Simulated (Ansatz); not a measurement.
# BH5S (SMILES [BH3-][SH2+]) at 6 levels

Aim: a comparison of 6 runs (UHF/STO-3G, BHLYP/STO-3G, HSE06/STO-3G, UPBE/STO-3G, BCCD(T)/STO-3G, CCSDT(Q)/STO-3G) of BH5S. 

Program for the calculation: Ansatz 0.2.0.

50 further runs of the same task are left out: 1 that didn't finish, 49 set aside as unsound or not needed.

### Step 1. The molecule

BH5S: 7 atoms, total charge 0, spin state singlet. SMILES: `[BH3-][SH2+]`. The H4–B1 distance was set to 3.006 Å, away from the relaxed value. At this shape a bond of the SMILES string is far longer than usual.

Bond lengths: B1–S2 1.975 Å, B1–H3 1.207 Å, B1–H5 1.207 Å, S2–H6 1.346 Å, S2–H7 1.346 Å. Angles: B1–S2–H6 103.7°, B1–S2–H7 103.7°, S2–B1–H3 100.3°, S2–B1–H5 100.3°, H6–S2–H7 92.5°, H3–B1–H5 113.7°.

### Step 2. The energy at UHF/STO-3G (run 1)

Input file in.yaml:

```yaml
crystal:
  periodic: [false, false, false]
  atoms:
    - {symbol: B, position_ang: [-0.797404, 1.017674, -1.500316]}
    - {symbol: S, position_ang: [0.296796, 2.456774, -0.705116]}
    - {symbol: H, position_ang: [-1.895004, 1.515574, -1.427516]}
    - {symbol: H, position_ang: [-0.344400, -1.447600, 0.159700]}
    - {symbol: H, position_ang: [-0.347204, 0.997074, -2.620516]}
    - {symbol: H, position_ang: [0.014196, 2.382974, 0.608884]}
    - {symbol: H, position_ang: [1.503596, 1.884674, -0.537116]}
basis:
  gaussian:
    orbitals: STO-3G
magnetization:
  spin_polarized: true
accuracy: high
hamiltonian:
  xc: hf
```

On the command line:

```bash
$ ansatz run in.yaml --threads 1 --pin off --max-ram 2610MiB --events-out events.jsonl --progress --plain --runs-dir runs
```

The program printed:

```text
Warning: RAYON_NUM_THREADS=1 ignored (pool sized by the plan → 1); use --threads N
Functional definition: HF
  name "HF"
  exchange = exact_x
  correlation = 0
332 factors; integrals over basis functions are off by at most 1.3e-8 eV
mean field evaluation 1: about -11426.4762 eV, gradient 1.0e1 eV
mean field evaluation 2: about -11426.5076 eV, gradient 1.0e1 eV
mean field evaluation 4: about -11430.2254 eV, gradient 3.1e0 eV
mean field evaluation 8: about -11430.3273 eV, gradient 1.7e-2 eV
mean field evaluation 16: about -11431.1822 eV, gradient 5.4e0 eV
mean field evaluation 32: about -11434.6142 eV, gradient 3.8e0 eV
mean field -11434.86235033 eV, -420.2234405466 hartree, gradient 8.0e-9 eV, S^2 0.987439; 1 other end points of the search recorded, 0 dependent functions left out
reference -11434.86235033 eV, -420.2234405466 hartree; 13, 13 occupied and 6, 6 virtual orbitals, 332 factors
Total energy: -11434.86235033 eV, -420.2234405466 hartree
```

It took 0.16 s on 1 thread of Arm Neoverse V1, shared host.

### Step 3. A single-point energy at BHLYP/STO-3G (run 2)

Input file molecule.yaml:

```yaml
crystal:
  periodic: [false, false, false]
  atoms:
    - symbol: B
      position_ang: [-0.797404, 1.017674, -1.500316]
    - symbol: S
      position_ang: [0.296796, 2.456774, -0.705116]
    - symbol: H
      position_ang: [-1.895004, 1.515574, -1.427516]
    - symbol: H
      position_ang: [-0.344400, -1.447600, 0.159700]
    - symbol: H
      position_ang: [-0.347204, 0.997074, -2.620516]
    - symbol: H
      position_ang: [0.014196, 2.382974, 0.608884]
    - symbol: H
      position_ang: [1.503596, 1.884674, -0.537116]
basis:
  gaussian: {orbitals: STO-3G}
hamiltonian: {xc: {name: BHLYP}}
accuracy: high
```

On the command line:

```bash
$ ansatz run molecule.yaml --threads 1 --pin off --max-ram 2610MiB --events-out events.jsonl --progress --plain --runs-dir runs
```

The program printed:

```text
Warning: RAYON_NUM_THREADS=1 ignored (pool sized by the plan → 1); use --threads N
Functional definition: BHLYP
  name "BHLYP"
  parameter a = 0.5
  exchange = (1 - a)*b88_x + a*exact_x
  correlation = lyp_c
332 factors; integrals over basis functions are off by at most 1.3e-8 eV
mean field evaluation 1: about -11450.1796 eV, gradient 1.6e1 eV
mean field evaluation 2: about -11439.9536 eV, gradient 3.1e1 eV
mean field evaluation 4: about -11454.2493 eV, gradient 1.3e1 eV
mean field evaluation 8: about -11455.1799 eV, gradient 3.0e-1 eV
mean field evaluation 16: about -11455.1803 eV, gradient 2.7e-5 eV
mean field -11455.18033402 eV, -420.9701126751 hartree, gradient 4.2e-8 eV, S^2 0.000000; 0 other end points of the search recorded, 0 dependent functions left out
reference -11455.18035553 eV, -420.9701134656 hartree; 13, 13 occupied and 6, 6 virtual orbitals, 332 factors
Total energy: -11455.18035553 eV, -420.9701134656 hartree
```

It took 1.1 s on 1 thread of Arm Neoverse V1, shared host; peak memory 0.098 GiB.

Runs 3 to 5 aren't shown in full; the table further down has their settings and results.

### Step 4. The energy at CCSDT(Q)/STO-3G (run 6)

Input file molecule.yaml:

```yaml
crystal:
  periodic: [false, false, false]
  atoms:
    - {symbol: B, position_ang: [-0.797404, 1.017674, -1.500316]}
    - {symbol: S, position_ang: [0.296796, 2.456774, -0.705116]}
    - {symbol: H, position_ang: [-1.895004, 1.515574, -1.427516]}
    - {symbol: H, position_ang: [-0.344400, -1.447600, 0.159700]}
    - {symbol: H, position_ang: [-0.347204, 0.997074, -2.620516]}
    - {symbol: H, position_ang: [0.014196, 2.382974, 0.608884]}
    - {symbol: H, position_ang: [1.503596, 1.884674, -0.537116]}
basis:
  gaussian:
    orbitals: STO-3G
scf:
  omitted_lower_state_checks: [cluster_reference, increment]
accuracy: high
correlation:
  method: ccsdt_q
  frozen_orbitals: {B: 1, H: 0, S: 5}
```

On the command line:

```bash
$ ansatz run molecule.yaml --threads 1 --pin off --max-ram 2610MiB --events-out events.jsonl --progress --plain --runs-dir runs
```

The program printed:

```text
Warning: RAYON_NUM_THREADS=1 ignored (pool sized by the plan → 1); use --threads N
[... 12 lines left out ...]
6 core orbitals not correlated: weight in the atoms' cores, before any rotation towards them, 1.000 or more for the frozen orbitals, at most 0.000 for the correlated occupied ones
[... 32 lines left out ...]
WARN: these amplitudes may be one of several solutions (largest doubles amplitude 0.80, level shift 10.36 eV)
Total energy: -11437.43911599 eV, -420.3181349378 hartree
Checks for a lower state left out: cluster_reference, increment
```

Run time: 0.38 s. Hardware: 1 thread of Arm Neoverse V1, shared host.

### Step 5. The series

| run | level | frozen core orbitals | energy (Eh) | wall time |
| --- | --- | --- | --- | --- |
| 1 | UHF/STO-3G | – | -420.223441 | 0.16 s |
| 2 | BHLYP/STO-3G | – | -420.970113 | 1.1 s |
| 3 | HSE06/STO-3G | – | -420.826121 | 1.6 s |
| 4 | UPBE/STO-3G | – | -420.824403 | 5.1 s |
| 5 | BCCD(T)/STO-3G | 6 | -420.319128 | 0.22 s |
| 6 | CCSDT(Q)/STO-3G | 6 | -420.318135 | 0.38 s |

### Step 6. Outcome

| quantity | value |
| --- | --- |
| run 6: total energy | -420.31813 Eh |
| run 6: correlation energy (6 core orbitals frozen) | -261.4 mEh |
| run 6: T1 diagnostic | 0.068 |

What this shows: Below the UHF energy at the same shape and in the same basis (STO-3G): BCCD(T) -95.7 mEh; CCSDT(Q) -94.7 mEh. Some of these start from another determinant than that one, so these aren't their correlation energies. Totals of different functionals can't be ranked against each other. In runs 5, 6 the log says that unrestricted orbitals would lower the reference, so the values rest on an unstable closed-shell determinant (other closed-shell runs at this shape may share the fault). In runs 1, 2, 3, 4, 5, 6 the basis is minimal, so the values are rough. Spin contamination of the reference: run 1 ⟨S²⟩ = 0.99, run 4 ⟨S²⟩ = 0.87. Where it is this large, the reference is a mixture of spin states, and values that rest on it are in doubt. All runs together took 8.6 s, the longest 5.1 s.
